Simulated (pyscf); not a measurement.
Structures and frequencies: ωB97X-D3(BJ)/def2-SVP in PySCF. Correlated levels are frozen-core, on RHF or UHF. ΔMP2 is the change of the MP2 total energy from the triple- to the quadruple-zeta basis.

Q: chloroethane (H₃C–CH₂–Cl) → ethylene (H₂C=CH₂) + hydrogen chloride (HCl)
Surface: singlet. Broken: C–Cl, C–H. Formed: Cl–H. Give ΔE‡ and ΔE from CCSD(T)/def2-TZVPP, relative to the reactant's lowest minimum found.

A: ΔE‡ = 64.2 kcal/mol, ΔE = +20.6 kcal/mol. CCSD(T)/def2-TZVPP + ΔMP2(QZVPP) gives 63.1 kcal/mol and +21.0 kcal/mol. Zero-point energy shifts the barrier by -5.2 kcal/mol. It is an elimination, with an imaginary mode of 1704i cm⁻¹. This is the saddle that the search found; another between the same sides may lie lower. The CCSD(T) − MP2 part came from Ansatz, without density fitting, on the same reference.
